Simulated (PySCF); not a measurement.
Gas-phase reaction: H₂ + 2 Al₂O → 2 AlH + Al₂O₂

Computed with PySCF and rigid-rotor harmonic-oscillator thermochemistry at 1 bar. Table values come from the NASA 1993 polynomials. After a fit of one offset per element over all species, the range-separated, M06-2X, PBE0/def2-QZVP and CCSD(T)/def2-TZVPP enthalpies, where run, lie to one side of the table for Al₂O (-34 kJ/mol), AlH (-36 kJ/mol), Al₂O₂ (+36 kJ/mol): a fault of the table's entry, another state or a shared error of the levels is possible; this was not checked at source. S°(298 K) at PBE0/def2-TZVP differs from the NASA 1993 table for Al₂O (+6 J/mol/K), Al₂O₂ (-11 J/mol/K); whether the harmonic model or the table's entry is off was not settled. † marks an energy on the PBE0/def2-TZVP geometry and frequencies; other levels use their own. CCSD(T) freezes the core. 6-31G* has spherical d functions here. All species are closed-shell singlets. B3LYP is the form with VWN-RPA correlation. CCSD(T) isn't extrapolated to the basis-set limit; its ΔH°(298 K) is 418.9 kJ in def2-SVP and 404.9 kJ in def2-TZVPP. The harmonic model lacks anharmonicity and excited electronic states, which grow with temperature; levels with a mode under 35 cm⁻¹ are left out. Strong static correlation: Al₂O₂. Soft modes under 120 cm⁻¹ make the harmonic entropy rough for Al₂O. The table's entry may be an old estimate for Al₂O, AlH, Al₂O₂ (not checked at source). Warning, large T1 diagnostic: Al₂O, Al₂O₂ (CCSD(T)/def2-SVP†, CCSD(T)/def2-TZVPP†).

| level | ΔH°(298 K), kJ | minus table | ΔG°(1200 K), kJ |
|---|---|---|---|
| table | 414.6 | - | 392.6 |
| B3LYP/6-31G* | 423.9 | 9.3 | 437.1 |
| B3LYP/def2-TZVP† | 428.9 | 14.3 | 438.1 |
| CCSD(T)/def2-SVP† | 418.9 | 4.3 | 428.0 |
| CCSD(T)/def2-TZVPP† | 404.9 | -9.7 | 414.1 |
| HF/def2-TZVP† | 540.6 | 126.0 | 549.7 |
| M06-2X/def2-TZVP† | 475.4 | 60.8 | 484.5 |
| PBE0/def2-SVP† | 428.8 | 14.2 | 438.0 |
| PBE0/def2-TZVP | 420.3 | 5.7 | 429.4 |
| LDA/def2-TZVP† | 385.7 | -28.9 | 394.8 |
| ωB97X-V/def2-TZVP† | 469.8 | 55.2 | 479.0 |
